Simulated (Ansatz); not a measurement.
**Worked example: correlation energy of [CH3···H···H], doublet**

Geometry: a point of a hydrogen-transfer path between rigid fragments, not a stationary point.

```yaml
atoms:
  - { symbol: C, position_ang: [-0.1609, 0.0000, 0.0000] }
  - { symbol: H, position_ang: [-0.5241, 1.0273, 0.0000] }
  - { symbol: H, position_ang: [-0.5241, -0.5137, 0.8897] }
  - { symbol: H, position_ang: [-0.5241, -0.5137, -0.8897] }
  - { symbol: H, position_ang: [1.2981, 0.0000, 0.0000] }
  - { symbol: H, position_ang: [2.1911, 0.0000, 0.0000] }
```

Basis cc-pVTZ; Ansatz 0.2.0. Only valence electrons are correlated (noble-gas cores frozen), which leaves 9 electrons in 99 orbitals. Prefix R: restricted or restricted open-shell reference; prefix U: unrestricted.

Full CI isn't at hand for all of this; UCCSDT(Q) serves as the reference, and is uncertain by about the last step of the cluster series.

Runs differ by some tens of microhartree through their thresholds and, for an open shell, their frozen cores, so steps under 0.03 kcal/mol mean nothing.

```csv
level,total energy (hartree)
UHF,-40.672632
UMP2,-40.875352
UCCSD,-40.903331
UCCSD(T),-40.910022
UCCSDT,-40.910662
UCCSDT(Q),-40.910852
```

Q: What is the correlation energy at UCCSDT(Q), and what share of it do UMP2 and UCCSD recover?

A: E(corr) = -40.910852 − (-40.672632) = -0.238220 hartree = -6.482 eV. UMP2: -0.202720 / -0.238220 = 85.10 %. UCCSD: -0.230699 / -0.238220 = 96.84 %.

Q: By how many kcal/mol does UCCSD(T) miss UCCSDT(Q) (1 hartree = 627.509 kcal/mol), and which steps make up the rest?

A: -40.910022 − (-40.910852) = 0.000830 hartree = 0.52 kcal/mol. Steps: UCCSDT − UCCSD(T) = -0.40, UCCSDT(Q) − UCCSDT = -0.12 kcal/mol. That is within 1 kcal/mol of the reference in this basis, which itself misses far more of the correlation at the basis-set limit.
